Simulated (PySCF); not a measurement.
**phosphanide (PH₂−): electronic excitations and core binding energies**

Wanted: the electronic excitations and core binding energies of phosphanide (PH₂−) (`[PH2-]`), by calculation.

Computed with PySCF 2.14.0, with density-fitted response routines of our own, on a single molecule in the gas phase. Atoms are numbered from 0 throughout.

**1. The molecule as given**

3 atoms, charge -1, multiplicity 1; geometry from: GFN2-xTB.

Bonds of the start (Å): P0–H1 1.34, P0–H2 1.34.

**2. Ultraviolet spectrum: wB97X-D/def2-SVPD**

Job settings and geometry (Å):

```
{"job": {"kind": "uv", "xc": "wB97X-D", "basis": "def2-SVPD", "nstates": 8, "ntriplets": 3}, "charge": -1, "multiplicity": 1}
P      0.004575     0.626733    -0.002311
H     -0.956154    -0.313328    -0.010493
H      0.963059    -0.315943     0.000250
```

Method: TDDFT wB97X-D/def2-SVPD, vertical, gas phase, core orbitals frozen in the response.

The run is started by

```bash
$ OMP_NUM_THREADS=1 python probes_run.py task.json out
```

The driver reads the jobs from task.json and runs them one after another.

**Question.** This job is followed by: delta-SCF UKS SCAN, pcX-2 on the ionised atom, pcseg-1 elsewhere, spin-free X2C. Predict these results of the whole session: lowest singlet (wB97X-D/def2-SVPD); brightest single state of those computed; lowest triplet; P1s binding energies, SCAN/pcX-2; P2p binding energies, SCAN/pcX-2.

The runs gave:

| quantity | value |
| --- | --- |
| lowest singlet (wB97X-D/def2-SVPD) | 3.55 eV (350 nm), f = 0.080 |
| brightest single state of those computed | state 8, 7.41 eV, f = 0.169 |
| lowest triplet | 3.41 eV |
| P1s binding energies, SCAN/pcX-2 | P0 2141.54 eV |
| P2p binding energies, SCAN/pcX-2 | P0 128.36 eV |

In words: The first singlet state (HOMO→LUMO 1.00) lies at 3.55 eV and is bright; of the 8 states computed, the strongest absorption comes from state 8 at 7.41 eV (the last computed, so partners may be missing). The lowest triplet lies 0.14 eV below the lowest singlet (triplets in Tamm-Dancoff, singlets in full TDDFT). The lowest singlet lies above −ε(HOMO); no detachment energy was computed, so the anion's states may not be bound.
